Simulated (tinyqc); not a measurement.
Orbital energy against energy difference: ionisation energy by orbital energies and by energy differences in the 6-31g* basis, for H2O, spin multiplicity 1. Computed by the program tinyqc with PySCF. Command: `OMP_NUM_THREADS=1 python tinyqc.py 111632 111633 out.jsonl`; one thread of a shared host (Intel(R) Xeon(R) Processor @ 2.60GHz), about 10 s.

Geometry (angstrom):

| atom | x | y | z |
|---|---|---|---|
| O | 0.0000 | 0.0000 | 0.0000 |
| H | 0.0000 | 0.7000 | 0.6240 |
| H | 0.0000 | -0.6820 | 0.6090 |

CCSD(T) difference in the same basis = 12.2060 eV

IP-EOM-CCSD = 12.0306 eV

The cation is unrestricted; errors are against CCSD(T) in this basis, not against experiment.

First vertical ionisation energy (eV):

| method | -e(HOMO) | E(cation) - E | error of -e(HOMO) | error of the difference |
|---|---|---|---|---|
| HF | 13.685 | 11.05856 | 1.479 | -1.147 |
| LDA | 6.409 | 12.89745 | -5.797 | 0.691 |
| PBE | 6.317 | 12.55223 | -5.889 | 0.346 |
| B3LYP | 8.051 | 12.59987 | -4.155 | 0.394 |
| PBE0 | 8.420 | 12.48146 | -3.786 | 0.275 |
| CAM-B3LYP | 9.945 | 12.59415 | -2.261 | 0.388 |
| LC-wPBE | 11.402 | 12.63616 | -0.804 | 0.430 |

Koopmans errs by +1.48 eV and Delta-HF by -1.15 eV: relaxation, 2.63 eV, lowers the value and the missing correlation difference works against it. The PBE level is off by -5.9 eV through the wrong tail of its potential, though its energy difference is off by +0.35 eV; exact exchange deepens the level, and among the orbital energies LC-wPBE comes closest; among the differences PBE0 does.
